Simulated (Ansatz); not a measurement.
Molecule: C₂H₆N (charge -1, singlet). It need not be the lowest isomer of its formula. Whether it binds its extra electron was not tested at this geometry. 
Geometry from a B3LYP-D3(BJ)/def2-TZVP (Ansatz, a first-principles code) optimisation:
```xyz
9

C     -0.2459    -0.3411     1.2284
N     -0.1893     0.5091     0.0233
C      0.2439    -0.2186    -1.1473
H      0.7594    -0.4061     1.7078
H     -0.9084     0.1466     1.9644
H      0.4219     1.3325     0.1001
H      1.2326    -0.7173    -1.0449
H      0.3062     0.4565    -2.0215
H     -0.4753    -1.0178    -1.3552
```
Charge -1, spin multiplicity 1.

Basis-set convergence of Hartree-Fock and CCSD correlation energies (hartree) with Ansatz. Cores are frozen in the correlated levels unless marked. No spin-orbit coupling. Non-relativistic. This anion needs diffuse functions, which these sets lack.

```tsv
basis	functions	E(HF)	E(corr, CCSD)
cc-pVDZ	-	-133.54170	-0.51486
cc-pVTZ	174	(withheld)	(withheld)
```

Question: What belongs in the gaps?

Answer: 
- cc-pVTZ, E(HF): -133.59041
- cc-pVTZ, E(corr, CCSD): -0.61989
